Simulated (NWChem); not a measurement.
The numbers come from NWChem runs, not from measurements. System: C2H3N, charge 0, spin multiplicity 1, displaced from the optimised geometry.

Input file:

```
start mol
memory heap 100 mb stack 700 mb global 1900 mb
geometry units angstroms nocenter noautoz noautosym
  C      0.009633    -1.174896     0.000000
  C     -0.002296     0.278262     0.000000
  N     -0.025951     3.170391     0.000000
  H     -0.502914    -1.559572     0.893205
  H     -0.502914    -1.559572    -0.893205
  H      1.044111    -1.546842     0.000000
end
basis spherical
  * library cc-pvdz
end
scf
  rhf
  nopen 0
  maxiter 100
  thresh 1e-7
  semidirect memsize 60000000 filesize 0
end
tce
  freeze core 3
  cr-ccsd(t)
  2eorb
  2emet 13
  thresh 1e-6
  maxiter 100
  tilesize 24
end
task tce energy
```

The output up to the point where the run's verdict is printed (cleaned and shortened):

```
             Northwest Computational Chemistry Package (NWChem) 7.3.0
             --------------------------------------------------------

                                NWChem Input Module
                                -------------------

 Scaling coordinates for geometry "geometry" by  1.889725989
 (inverse scale =  0.529177249)

                             Geometry "geometry" -> ""
                             -------------------------

 Output coordinates in angstroms (scale by  1.889725989 to convert to a.u.)

  No.       Tag          Charge          X              Y              Z
 ---- ---------------- ---------- -------------- -------------- --------------
    1 C                    6.0000     0.00963300    -1.17489600     0.00000000
    2 C                    6.0000    -0.00229600     0.27826200     0.00000000
    3 N                    7.0000    -0.02595100     3.17039100     0.00000000
    4 H                    1.0000    -0.50291400    -1.55957200     0.89320500
    5 H                    1.0000    -0.50291400    -1.55957200    -0.89320500
    6 H                    1.0000     1.04411100    -1.54684200     0.00000000

 Effective nuclear repulsion energy (a.u.)      42.2867150018

            Nuclear Dipole moment (a.u.)
            ----------------------------
        X                 Y               Z
 ---------------- ---------------- ----------------
    -0.1877480564    22.9544014278     0.0000000000


 Summary of "ao basis" -> "" (spherical)
 ------------------------------------------------------------------------------
       Tag                 Description            Shells   Functions and Types
 ---------------- ------------------------------  ------  ---------------------
 *                          cc-pvdz                   on all atoms

 Summary of "ao basis" -> "ao basis" (spherical)
 ------------------------------------------------------------------------------
       Tag                 Description            Shells   Functions and Types
 ---------------- ------------------------------  ------  ---------------------
 C                          cc-pvdz                  6       14   3s2p1d
[...]
   43   0.0000133502768  -0.5299024201498     0.4     0.4
   44   0.0000134603226  -0.5299040995534     0.4     0.4
   45   0.0000155841400  -0.5299016329545     0.4     0.4
   46   0.0000054400581  -0.5299044875306     0.5     0.5
   47   0.0000049219613  -0.5299050227603     0.5     0.5
   48   0.0000049328121  -0.5299050260922     0.3     0.3
   49   0.0000052988806  -0.5299053870277     0.3     0.3
   50   0.0000059621975  -0.5299050830146     0.4     0.4
   51   0.0000039001265  -0.5299053915902     0.4     0.4
   52   0.0000038709562  -0.5299054557706     0.4     0.4
   53   0.0000038614762  -0.5299054058798     0.3     0.3
   54   0.0000038603270  -0.5299055364111     0.6     0.6
   55   0.0000039039785  -0.5299053817035     0.4     0.4
   56   0.0000038772861  -0.5299053169863     0.5     0.5
   57   0.0000038341212  -0.5299053237005     0.3     0.3
   58   0.0000038313476  -0.5299054474965     0.3     0.3
   59   0.0000038442162  -0.5299053577755     0.3     0.3
   60   0.0000039120480  -0.5299055929779     0.4     0.4
   61   0.0000037913474  -0.5299054013680     0.4     0.4
   62   0.0000037740989  -0.5299054405951     0.2     0.2
   63   0.0000037625331  -0.5299054650496     0.3     0.3
   64   0.0000037572164  -0.5299054961476     0.3     0.3
   65   0.0000037555756  -0.5299055068562     0.3     0.3
   66   0.0000037782932  -0.5299055594112     0.3     0.3
   67   0.0000037420371  -0.5299053704012     0.3     0.3
   68   0.0000037656185  -0.5299055849933     0.3     0.3
   69   0.0000039488985  -0.5299052436845     0.3     0.3
   70   0.0000043199959  -0.5299058252624     0.2     0.2
   71   0.0000036023133  -0.5299054562526     0.2     0.2
   72   0.0000035939897  -0.5299054830177     0.2     0.2
   73   0.0000035842000  -0.5299055061612     0.2     0.2
   74   0.0000035876101  -0.5299055258768     0.2     0.2
   75   0.0000035866069  -0.5299055440929     0.3     0.3
   76   0.0000035834837  -0.5299055030014     0.2     0.2
   77   0.0000035149044  -0.5299053892428     0.2     0.2
   78   0.0000034785193  -0.5299055200218     0.3     0.3
   79   0.0000035398271  -0.5299053491834     0.4     0.4
   80   0.0000036120749  -0.5299056689403     0.4     0.4
   81   0.0000033683722  -0.5299054933832     0.4     0.4
   82   0.0000033608547  -0.5299055112533     0.4     0.4
   83   0.0000033535295  -0.5299055379944     0.4     0.4
   84   0.0000033550688  -0.5299055445490     0.3     0.3
   85   0.0000033551224  -0.5299055790201     0.5     0.5
   86   0.0000033650760  -0.5299054083666     0.3     0.3
   87   0.0000033197073  -0.5299055377119     0.2     0.2
   88   0.0000033723141  -0.5299053483089     0.2     0.2
   89   0.0000035506816  -0.5299057165628     0.2     0.2
   90   0.0000040337632  -0.5299051588414     0.3     0.3
   91   0.0000031852638  -0.5299055143168     0.3     0.3
   92   0.0000031762657  -0.5299055207540     0.3     0.3
   93   0.0000031678114  -0.5299055572913     0.3     0.3
   94   0.0000031696857  -0.5299055468204     0.3     0.3
   95   0.0000031698009  -0.5299056052698     0.3     0.3
   96   0.0000032107234  -0.5299054219900     0.5     0.5
   97   0.0000031767067  -0.5299054899551     0.2     0.2
   98   0.0000031565732  -0.5299054502438     0.3     0.3
   99   0.0000031634783  -0.5299055717380     0.5     0.5
  100   0.0000032013618  -0.5299054247514     0.6     0.6
  0 ga offset                   0 size_xx_perproc                 368mx    1
 WRITE TENSOR
  filename: ./mol.t1amp.000000
  unit nr:       79
  file size:            368
  rec_mem (KB):     2048
  rec_size:         262144
  number of tasks:            1
  0 ga offset                   0 size_xx_perproc              236992mx    1
 WRITE TENSOR
  filename: ./mol.t2amp.000000
  unit nr:       80
  file size:         236992
  rec_mem (KB):     2048
  rec_size:         262144
  number of tasks:            1
 ------------------------------------------------------------------------
```

Convergence was not reached. The next line reads: ccsd_energy_loc: maxiter exceeded 101. NWChem stopped with the message: ccsd_energy_loc: maxiter exceeded 101.
